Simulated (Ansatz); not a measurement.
Conformers of `CCC(C)C(C)C`, each relaxed with PBE0-D4/def2-TZVP in Ansatz. CBS adds the triple-zeta coupled-cluster correction to the MP2 limit.

Not all of them had a frequency check.

Conformer A:

Z-matrix (Å, degrees):
```
C
C 1 1.520
H 1 1.092 2 112.0
H 1 1.093 2 111.1 3 -119.9
H 1 1.094 2 111.0 3 120.3
C 2 1.528 1 114.3 3 -64.2
H 2 1.096 1 109.0 3 174.3
H 2 1.096 1 109.2 3 58.8
C 6 1.539 2 111.4 1 -167.3
C 6 1.523 2 111.5 1 65.2
H 6 1.100 2 106.8 1 -52.0
C 9 1.522 6 112.0 2 166.3
C 9 1.523 6 113.7 2 -67.8
H 9 1.098 6 105.8 2 49.9
H 10 1.092 6 111.2 2 -61.7
H 10 1.094 6 111.2 2 58.0
H 10 1.092 6 111.9 2 178.7
H 12 1.093 9 111.4 6 -52.6
H 12 1.093 9 111.6 6 68.0
H 12 1.093 9 110.8 6 -172.6
H 13 1.093 9 111.3 6 -66.0
H 13 1.093 9 110.4 6 175.0
H 13 1.092 9 112.2 6 55.1
```

Conformer B:

Cartesian coordinates in Å:
```
C -2.233 -0.119 -1.397
C -1.269 0.188 -0.263
C 0.153 -0.317 -0.507
C 0.214 -1.839 -0.502
C 1.186 0.287 0.462
C 1.418 1.770 0.202
C 0.854 0.051 1.930
H -3.221 0.304 -1.199
H -2.363 -1.193 -1.546
H -1.876 0.305 -2.341
H -1.249 1.270 -0.105
H -1.652 -0.248 0.667
H 0.448 0.019 -1.512
H -0.128 -2.249 0.452
H 1.235 -2.191 -0.670
H -0.414 -2.269 -1.285
H 2.133 -0.228 0.252
H 1.673 1.955 -0.845
H 2.238 2.148 0.818
H 0.534 2.366 0.442
H 0.700 -1.007 2.153
H -0.049 0.591 2.225
H 1.668 0.406 2.568
```

**Question.** Which is lowest in electronic energy at CCSD(T)/CBS (frozen core, def2 sets), and by how much? (Estimate.)

**Answer.** Ansatz gave: A; B lies 0.5 kJ/mol higher. Gaps under about 2 kJ/mol don't settle the order.

**Question.** Give the energies relative to A (kJ/mol) with ωB97X-V/def2-TZVPP, ωB97M-V/def2-TZVPP, r2SCAN/def2-TZVPP, HF/def2-TZVPP, MP2/def2-QZVPP, HF/CBS(def2), CCSD/CBS(def2). (An estimate is asked.)

**Answer.** Ansatz gave: 
```json
{"level": "ωB97X-V/def2-TZVPP", "B": "0.4"}
{"level": "ωB97M-V/def2-TZVPP", "B": "0.4"}
{"level": "r2SCAN/def2-TZVPP", "B": "0.6"}
{"level": "HF/def2-TZVPP", "B": "0.6"}
{"level": "MP2/def2-QZVPP", "B": "0.4"}
{"level": "HF/CBS(def2)", "B": "0.6"}
{"level": "CCSD/CBS(def2)", "B": "0.6"}
```
